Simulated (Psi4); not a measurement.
**C3H7F (2-fluoropropane): B3LYP/6-31G(d) (Cartesian functions)**

Aim: the energy change on altering one bond length of C3H7F (2-fluoropropane) at B3LYP/6-31G* (Cartesian functions), from 2 runs. 

Program for the calculation: Psi4 1.11.

5 further runs of the same task are left out: 4 that didn't finish, 1 set aside as unsound or not needed.

## (1) The system as given

The species is C3H7F (11 atoms), meant as a singlet with charge 0. As SMILES, `CC(C)F`. The shape is that of a PBE0-D4/def2-TZVP optimisation.

Bond lengths: C1–C2 1.508 Å, C2–C3 1.508 Å, C2–F4 1.396 Å, C1–H5 1.091 Å, C1–H6 1.092 Å, C1–H7 1.092 Å, C2–H8 1.096 Å, C3–H9 1.092 Å, C3–H10 1.091 Å, C3–H11 1.092 Å. Some angles: C1–C2–C3 113.9°, C1–C2–F4 108.3°, C3–C2–F4 108.3°, C1–C2–H8 110.1°, C3–C2–H8 110.1°, F4–C2–H8 105.9°, C2–C1–H5 110.6°, C2–C1–H6 110.3°, C2–C1–H7 110.4°, C2–C3–H9 110.4°.

## (2) The energy at B3LYP/6-31G(d) (Cartesian functions)

calc.in reads:

```
memory 1600 MB

molecule {
  C     -0.234500     1.045100    -0.703000
  C     -0.479600    -0.306600    -0.081300
  C      0.626400    -0.766200     0.834700
  F     -0.614100    -1.242400    -1.108400
  H     -1.041900     1.303400    -1.390000
  H     -0.180600     1.814100     0.071000
  H      0.707700     1.043900    -1.256000
  H     -1.436600    -0.307200     0.453700
  H      1.578500    -0.788700     0.299400
  H      0.417300    -1.766700     1.216600
  H      0.722800    -0.085600     1.683800
  symmetry c1
}

set globals {
  basis                6-31G*
  reference            rks
  puream               false
  e_convergence        1e-09
  d_convergence        1e-08
  scf_type             pk
  dft_radial_points    99
  dft_spherical_points 590
}

result, w = energy('b3lyp', return_wfn=True)
oeprop(w, 'LOWDIN_CHARGES', 'MULLIKEN_CHARGES', 'MAYER_INDICES')
```

The run is started by

```bash
psi4 calc.in calc.out -n 1
```

calc.out:

```text
[...]
  Running in c1 symmetry.
[...]
  Nuclear repulsion =  133.058599214639941
[...]
  Multiplicity = 1
[...]
  Nalpha       = 17
  Nbeta        = 17
[...]
    Number of basis functions: 74
[...]
   @RKS iter   1:  -218.09763908736235   -3.21524e-01   1.00646e-02 DIIS/ADIIS
[...]
   @RKS iter  10:  -218.37767384582088   -4.06430e-12   8.87083e-09 DIIS
[...]
    Orbital Energies [Eh]
    ---------------------
    Doubly Occupied:
       1A    -24.656518     2A    -10.255674     3A    -10.178223
       4A    -10.178212     5A     -1.165369     6A     -0.785572
       7A     -0.698127     8A     -0.592232     9A     -0.497460
      10A     -0.463480    11A     -0.450053    12A     -0.398450
      13A     -0.395372    14A     -0.383652    15A     -0.370777
      16A     -0.318746    17A     -0.315138
[...]
  @RKS Final Energy:  -218.37767384582088
   => Energetics <=
    Nuclear Repulsion Energy =            133.0585992146399406
    One-Electron Energy =                -561.5898095597829069
    Two-Electron Energy =                 233.9296866822284073
    DFT Exchange-Correlation Energy =     -23.7761501829062851
    Empirical Dispersion Energy =           0.0000000000000000
    VV10 Nonlocal Energy =                  0.0000000000000000
    Total Energy =                       -218.3776738458208797
[...]
 Multipole Moments:
 ------------------------------------------------------------------------------------
     Multipole            Electronic (a.u.)      Nuclear  (a.u.)        Total (a.u.)
 ------------------------------------------------------------------------------------
 L = 1.  Multiply by 2.5417464519 to convert [e a0] to [Debye]
 Dipole X            :         -2.2713593            2.3802645            0.1089051
 Dipole Y            :         -3.9142011            4.3660588            0.4518577
 Dipole Z            :         -3.3389205            3.8102795            0.4713590
 Magnitude           :                                                    0.6619781
[...]
  Mulliken Charges: (a.u.)
   Center  Symbol    Alpha    Beta     Spin     Total
       1     C     3.23306  3.23306  0.00000 -0.46612
       2     C     2.88589  2.88589  0.00000  0.22821
       3     C     3.23306  3.23306  0.00000 -0.46612
       4     F     4.66470  4.66470  0.00000 -0.32941
       5     H     0.42023  0.42023  0.00000  0.15954
       6     H     0.42832  0.42832  0.00000  0.14335
       7     H     0.42268  0.42268  0.00000  0.15463
       8     H     0.44082  0.44082  0.00000  0.11836
       9     H     0.42268  0.42268  0.00000  0.15464
      10     H     0.42023  0.42023  0.00000  0.15954
      11     H     0.42832  0.42832  0.00000  0.14335
[...]
```

It took 18 s on 1 thread of Intel Xeon Platinum 8488C (Sapphire Rapids), shared host; peak memory 0.89 GiB.

## (3) The distorted shape, same level

job.in reads:

```
memory 1600 mb

molecule {
  0 1
  C     -0.71026112     1.97529292    -1.17169823
  C     -1.17343300    -0.57904988     0.00314450
  C      0.91660410    -1.44756801     1.73413363
  F     -1.42760116    -2.34745559    -1.93779320
  H     -2.23602600     2.46340918    -2.46994008
  H     -0.60840488     3.42849231     0.29094979
  H      1.33735918     1.97268510    -2.37349601
  H     -2.98190090    -0.58018371     1.01414798
  H      2.71581234    -1.49008684     0.72256324
  H      0.52146237    -3.33823899     2.45582004
  H      1.09877370    -0.16142041     3.33870009
  units au
  symmetry c1
}

set puream false
set e_convergence 1e-09
set d_convergence 1e-08
set scf_type pk
set dft_radial_points 99
set dft_spherical_points 590

e, wfn = energy('b3lyp/6-31G*', return_wfn=True)
```

The run is started by

```bash
psi4 job.in job.out -n 1
```

job.out:

```text
[...]
  Running in c1 symmetry.
[...]
  Nuclear repulsion =  132.459215818418869
[...]
  Multiplicity = 1
[...]
  Nalpha       = 17
  Nbeta        = 17
[...]
    Number of basis functions: 74
[...]
   @RKS iter   1:  -218.08874027698195   -3.67933e-01   9.94986e-03 ADIIS/DIIS
[...]
   @RKS iter  11:  -218.36602782136660   -6.48015e-12   3.47388e-09 DIIS
[...]
    Orbital Energies [Eh]
    ---------------------
    Doubly Occupied:
       1A    -24.657060     2A    -10.257668     3A    -10.193948
       4A    -10.178485     5A     -1.165899     6A     -0.784292
       7A     -0.694044     8A     -0.588972     9A     -0.496775
      10A     -0.464480    11A     -0.449538    12A     -0.399269
      13A     -0.389584    14A     -0.373633    15A     -0.368649
      16A     -0.319780    17A     -0.314950
[...]
  @RKS Final Energy:  -218.36602782136660
   => Energetics <=
    Nuclear Repulsion Energy =            132.4592158184188690
    One-Electron Energy =                -560.4089191248767747
    Two-Electron Energy =                 233.3178899683888119
    DFT Exchange-Correlation Energy =     -23.7342144832975421
    Empirical Dispersion Energy =           0.0000000000000000
    VV10 Nonlocal Energy =                  0.0000000000000000
    Total Energy =                       -218.3660278213666004
[...]
 Multipole Moments:
 ------------------------------------------------------------------------------------
     Multipole            Electronic (a.u.)      Nuclear  (a.u.)        Total (a.u.)
 ------------------------------------------------------------------------------------
 L = 1.  Multiply by 2.5417464519 to convert [e a0] to [Debye]
 Dipole X            :         -2.4352363            2.4998797            0.0646434
 Dipole Y            :         -3.9222344            4.3659065            0.4436722
 Dipole Z            :         -3.2395351            3.7400744            0.5005393
 Magnitude           :                                                    0.6719847
[...]
```

It took 19 s on 1 thread of Intel Xeon Platinum 8488C (Sapphire Rapids), shared host; peak memory 0.89 GiB.

## (4) What came out

At B3LYP/6-31G* (Cartesian functions):

| quantity | value |
| --- | --- |
| first shape: total energy | -218.37767 Eh |
| first shape: dipole moment | 1.68 D |
| first shape: HOMO energy | -8.58 eV |
| first shape: LUMO energy | 2.56 eV |
| first shape: HOMO–LUMO gap | 11.13 eV |
| distorted shape: total energy | -218.36603 Eh |
| distorted shape: dipole moment | 1.71 D |
| distorted shape: HOMO energy | -8.57 eV |
| distorted shape: LUMO energy | 2.40 eV |
| distorted shape: HOMO–LUMO gap | 10.97 eV |
| energy change with the C1–H7 bond stretched from 1.092 to 1.256 Å | 0.317 eV |

What this shows: With the C1–H7 bond stretched from 1.092 to 1.256 Å the energy rises by 0.32 eV (30.6 kJ/mol). The first shape isn't relaxed at this level, so the change isn't measured from a minimum. Mulliken charges (first shape) run from -0.47 on C1 to +0.23 on C2.
